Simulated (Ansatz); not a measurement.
Cu, fcc: geometry optimisation

These are results of Ansatz 0.2.0, DFT, LDA (PW92), plane waves (420 eV) with PAW, scalar-relativistic, not measurements. The PAW files were generated under PBE, with cores re-solved for the functional.

k-point mesh 15×15×15, Fermi-Dirac smearing 0.1 eV, no spin polarisation. Cell and atoms relax.

Starting structure:

```yaml
crystal:
  lattice:
    - [0.0, 1.80748, 1.80748]
    - [1.80748, 0.0, 1.80748]
    - [1.80748, 1.80748, 0.0]
  atoms:
    - { symbol: Cu, position: [0.0, 0.0, 0.0] }
hamiltonian:
  xc: lda
  pseudopotentials:
    kind: paw
    azcp:
      Cu: "pseudopotentials/Cu.paw.azcp"
basis:
  ecutwfc: 420
  fft_grid_basis: typed
kpoints:
  mp_grid: { grid: [15, 15, 15], shift: [0, 0, 0] }
magnetization:
  spin_polarized: false
scf:
  occupations: { method: fermi_dirac, width: 0.1 }
relax:
  max_steps: 60
  f_tol: 0.01
  cell: {}
```

Question: What cell does the relaxation end in?

Answer: Fm-3m with a = 3.518 Å; 10.88 Å³ per atom against 11.81 at the start (-7.9 %).

Question: How much energy does the relaxation gain?

Answer: 39.6 meV per atom.
